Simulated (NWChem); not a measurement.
**C3H4N2O (SMILES NC1=NC=C1O): levels of theory compared**

Aim: a comparison of 4 runs (HF/def2-SVP, B2PLYP/def2-SVP, PBE0/def2-SVP, MP2/6-31G*) of C3H4N2O. 

Program for the calculation: NWChem 7.3.0.

### Step 1. Starting point

The species is C3H4N2O (10 atoms), meant as a singlet with charge 0. SMILES: `NC1=NC=C1O`. The coordinates come from a PBE0-D4/def2-TZVP relaxation. This is one conformer, not always the lowest.

Bond lengths: N1–C2 1.334 Å, C2–N3 1.288 Å, N3–C4 1.540 Å, C2–C5 1.523 Å, C4–C5 1.328 Å, C5–O6 1.342 Å, N1–H7 1.006 Å, N1–H8 1.002 Å, C4–H9 1.079 Å, O6–H10 0.963 Å. Some angles: N1–C2–N3 132.1°, N1–C2–C5 132.4°, N3–C2–C5 95.5°, C2–N3–C4 86.1°, N3–C4–C5 93.1°, C2–C5–C4 85.4°, C2–C5–O6 131.8°, C4–C5–O6 142.8°, C2–N1–H7 119.4°, C2–N1–H8 120.2°. A long bond or contact: C2–C4 1.939 Å.

### Step 2. Energy and forces at HF/def2-SVP (run 1)

mymol.xyz

```xyz
10

N     -0.037700    -1.756600    -0.653600
C      0.088700    -0.705000     0.157600
N      0.399600    -0.608500     1.404100
C      0.279100     0.913800     1.207000
C     -0.042800     0.794700    -0.076100
O     -0.351700     1.506300    -1.171500
H      0.038500    -2.685200    -0.274200
H     -0.403700    -1.637700    -1.579200
H      0.435400     1.681300     1.949200
H     -0.322300     2.445800    -0.960400
```

run.py

```python
from ase.io import read
from ase.calculators.nwchem import NWChem

system = read('mymol.xyz')

calc = NWChem(
    label='mymol',
    theory='scf',
    memory='2200 mb',
    basis='def2-SVP',
    basispar='spherical bse',
    scf={'nopen': '0', 'rhf': None, 'thresh': '1e-08', 'maxiter': '80'},
)
system.calc = calc

forces = system.get_forces()
e = system.get_potential_energy()
print(f"E = {e:.6f} eV")
print("forces (eV/A):")
for s, f in zip(system.symbols, forces):
    print(f"{s:2s} {f[0]:10.5f} {f[1]:10.5f} {f[2]:10.5f}")
print("dipole (e A):", system.get_dipole_moment().round(4))
```

Started as:

```
export ASE_NWCHEM_COMMAND="nwchem PREFIX.nwi > PREFIX.nwo"
python run.py
```

What it wrote:

```text
E = -8145.166821 eV
forces (eV/A):
N    -0.09672   -0.07821   -0.07060
C     0.28210    0.00962    0.99995
N    -0.32272    0.49890   -1.15916
C    -0.10603   -0.70860   -0.52759
C     0.06330    0.13143    0.27521
O     0.15128    0.74922    0.66849
H    -0.02417    0.32848   -0.11894
H     0.11745   -0.04793    0.27871
H    -0.01388    0.02823   -0.05451
H    -0.05060   -0.91110   -0.29167
dipole (e A): [-0.2126  0.2071 -0.5771]
```

The calculator wrote mymol.nwi:

```
title "mymol"

permanent_dir mymol

scratch_dir mymol

start mymol

geometry units angstrom nocenter noautosym noautoz
  N  -3.7699999999999997e-02 -1.7565999999999999e+00 -6.5359999999999996e-01
  C  8.8700000000000001e-02 -7.0499999999999996e-01 1.5759999999999999e-01
  N  3.9960000000000001e-01 -6.0850000000000004e-01 1.4040999999999999e+00
  C  2.7910000000000001e-01 9.1379999999999995e-01 1.2070000000000001e+00
  C  -4.2799999999999998e-02 7.9469999999999996e-01 -7.6100000000000001e-02
  O  -3.5170000000000001e-01 1.5063000000000000e+00 -1.1715000000000000e+00
  H  3.8500000000000000e-02 -2.6852000000000000e+00 -2.7420000000000000e-01
  H  -4.0370000000000000e-01 -1.6376999999999999e+00 -1.5791999999999999e+00
  H  4.3540000000000001e-01 1.6813000000000000e+00 1.9492000000000000e+00
  H  -3.2229999999999998e-01 2.4458000000000002e+00 -9.6040000000000003e-01
end

memory 2200 mb

basis spherical bse noprint
   * library def2-SVP
end

scf
  nopen 0
  rhf
  thresh 1e-08
  maxiter 80
end

task scf gradient
```

mymol.nwo:

```text
Northwest Computational Chemistry Package (NWChem) 7.3.0
             --------------------------------------------------------

           Job information
           ---------------

    nwchem branch   = 7.3.0
    use scalapack   = T
    input           = mymol.nwi
    prefix          = mymol.
    data base       = mymol/mymol.db
    status          = startup
    nproc           =        1

           Memory information
           ------------------

[... 5 lines left out ...]
    hardfail = no
[... 137 lines left out ...]
         Quadratically convergent ROHF
[... 15 lines left out ...]
       Final RHF  results
[... 4 lines left out ...]
      Two-electron energy =    321.444565496967
[... 41 lines left out ...]
                       ROHF Final Molecular Orbital Analysis
[... 259 lines left out ...]
                 ----------------------------------------
                 |  Time  |  1-e(secs)   |  2-e(secs)   |
                 ----------------------------------------
                 |  CPU   |       0.01   |       3.04   |
                 ----------------------------------------
                 |  WALL  |       0.01   |       3.04   |
                 ----------------------------------------

 Task  times  cpu:       24.4s     wall:       24.4s
 Total times  cpu:       24.4s     wall:       24.4s
```

Run time: 26 s. Hardware: 1 thread of AMD EPYC 7B13 (Zen 3), shared host; peak memory 0.1 GiB.

### Step 3. A single-point energy at B2PLYP/def2-SVP (run 2)

calc.nw

```
start calc
title "C3H4N2O"
memory 2200 mb

geometry units angstrom noautosym nocenter noautoz
   N       -0.037700      -1.756600      -0.653600
   C        0.088700      -0.705000       0.157600
   N        0.399600      -0.608500       1.404100
   C        0.279100       0.913800       1.207000
   C       -0.042800       0.794700      -0.076100
   O       -0.351700       1.506300      -1.171500
   H        0.038500      -2.685200      -0.274200
   H       -0.403700      -1.637700      -1.579200
   H        0.435400       1.681300       1.949200
   H       -0.322300       2.445800      -0.960400
end

basis spherical bse
   N library def2-SVP
   C library def2-SVP
   O library def2-SVP
   H library def2-SVP
end

dft
   xc hfexch 0.53 becke88 0.47 lyp 0.73 mp2 0.27
   dftmp2 semidirect
   mult 1
   grid fine
   convergence energy 1e-08
   iterations 100
   mulliken
   print medium
end

mp2
   freeze core 6
end

task dft energy
```

Started as:

```
nwchem calc.nw > calc.out
```

What it wrote:

```text
[...]
          Wavefunction type:  closed shell.
          No. of atoms     :    10
          No. of electrons :    44
[...]
          Charge           :     0
          Spin multiplicity:     1
[...]
          AO basis - number of functions:   104
[...]
              XC Information
              --------------
                     Hartree-Fock (Exact) Exchange  0.530
                    Becke 1988 Exchange Functional  0.470
              Lee-Yang-Parr Correlation Functional  0.730
[...]
 d= 0,ls=0.0,diis     1   -300.3938147357 -5.18D+02  1.33D-02  8.19D-01     2.2
[...]
 d= 0,ls=0.0,diis    12   -300.5057743400 -2.65D-09  7.64D-07  4.38D-09    21.7
         Total DFT energy =     -300.505774339988
      One electron energy =     -838.491156849325
           Coulomb energy =      360.440900213099
    Exchange-Corr. energy =      -39.561836190019
 Nuclear repulsion energy =      217.106318486256
[...]
      Total Density - Mulliken Population Analysis
     ---------------------------------------------
    Atom       Charge   Shell Charges
 -----------   ------   -------------------------------------------------------
    1 N    7     7.12   1.99  0.96  0.33  2.51  1.31  0.02
    2 C    6     5.92   1.99  0.94  0.22  2.01  0.65  0.11
    3 N    7     7.33   1.99  1.03  0.63  2.30  1.35  0.03
    4 C    6     6.03   1.99  0.91  0.37  2.01  0.70  0.05
    5 C    6     5.84   1.99  0.91  0.12  2.04  0.69  0.09
    6 O    8     8.26   1.99  1.08  0.62  2.88  1.67  0.02
    7 H    1     0.85   0.71  0.10  0.05
    8 H    1     0.85   0.72  0.09  0.05
    9 H    1     0.99   0.75  0.21  0.03
   10 H    1     0.80   0.68  0.05  0.07
[...]
  Basis functions       =    104
[...]
```

It took 25 s on 1 thread of AMD EPYC 7B13 (Zen 3), shared host; peak memory 0.37 GiB.

Run 3 isn't shown in full; the table further down has it.

### Step 4. Energy and gradient at MP2/6-31G(d) (spherical functions) (run 4)

mol.nw

```
start mol
title "C3H4N2O"
memory 2200 mb
charge 0

geometry units angstrom noautosym nocenter noautoz
   N    -0.037700   -1.756600   -0.653600
   C     0.088700   -0.705000    0.157600
   N     0.399600   -0.608500    1.404100
   C     0.279100    0.913800    1.207000
   C    -0.042800    0.794700   -0.076100
   O    -0.351700    1.506300   -1.171500
   H     0.038500   -2.685200   -0.274200
   H    -0.403700   -1.637700   -1.579200
   H     0.435400    1.681300    1.949200
   H    -0.322300    2.445800   -0.960400
end

basis "ao basis" spherical bse
   * library 6-31G*
end

scf
   thresh 1e-08
   maxiter 80
   print low
end

mp2
   freeze core 6
   tight
end

task mp2 gradient
```

Started as:

```
nwchem mol.nw > mol.out
```

What it wrote:

```text
[...]
  functions       =    92
[...]
  wavefunction    = RHF
[...]
         Total SCF energy =   -299.548211575041
      One-electron energy =   -838.321015844886
      Two-electron energy =    321.666485783589
 Nuclear repulsion energy =    217.106318486256
        Time for solution =     22.4s
[...]
          Total MP2 energy          -300.415473149543
[...]
                         mp2 ENERGY GRADIENTS
    atom               coordinates                        gradient
                 x          y          z           x          y          z
   1 N      -0.071243  -3.319493  -1.235125   -0.001090   0.007999   0.010075
   2 C       0.167619  -1.332257   0.297821    0.001867  -0.006346   0.000759
   3 N       0.755135  -1.149898   2.653364   -0.004392   0.005729  -0.016141
   4 C       0.527423   1.726832   2.280899   -0.003291  -0.009615  -0.014783
   5 C      -0.080880   1.501765  -0.143808    0.001450   0.004546   0.007712
   6 O      -0.664617   2.846494  -2.213814    0.003805   0.005001   0.015050
   7 H       0.072754  -5.074292  -0.518163    0.000104   0.004727  -0.001972
   8 H      -0.762882  -3.094804  -2.984255    0.002670   0.000424   0.005054
   9 H       0.822787   3.177196   3.683454   -0.000579  -0.000825  -0.002344
  10 H      -0.609059   4.621892  -1.814893   -0.000545  -0.011640  -0.003411
[...]
```

Run time: 50 s. Hardware: 1 thread of AMD EPYC 7B13 (Zen 3), shared host; peak memory 0.34 GiB.

### Step 5. Overview of the runs

| run | level | task | iteration cap | energy (Eh) | dipole moment (D) | HOMO energy (eV) | LUMO energy (eV) | wall time |
| --- | --- | --- | --- | --- | --- | --- | --- | --- |
| 1 | HF/def2-SVP | gradient | 80 | -299.329362 | 3.12 | -7.53 | 3.36 | 26 s |
| 2 | B2PLYP/def2-SVP | energy | 100 | -300.804575 | 3.11 | -5.81 | 0.97 | 25 s |
| 3 | PBE0/def2-SVP | gradient | 100 | -300.770855 | 3.16 | -4.85 | -0.50 | 25 s |
| 4 | MP2/6-31G* (spherical functions) | gradient | 80 | -300.415473 | 2.97 | – | – | 50 s |

### Step 6. What came out

```
                                                      quantity          value
                                           run 4: total energy  -300.41547 Eh
run 4: dipole moment (of the density that the program reports)         2.97 D
            run 4: correlation energy (6 core orbitals frozen)     -867.3 mEh
                               run 4: largest force on an atom     0.922 eV/Å
```

What this shows: The dipole moment (its size) runs from 2.97 D (MP2/6-31G*) to 3.16 D (PBE0/def2-SVP). The two ends differ in method and basis. Over runs 1, 2, 3 the HOMO–LUMO gap runs from 4.35 eV (PBE0/def2-SVP) to 10.89 eV (HF/def2-SVP). Exact exchange widens orbital gaps. Totals of different functionals can't be ranked against each other. All runs together took 2.1 min, the longest 50 s.
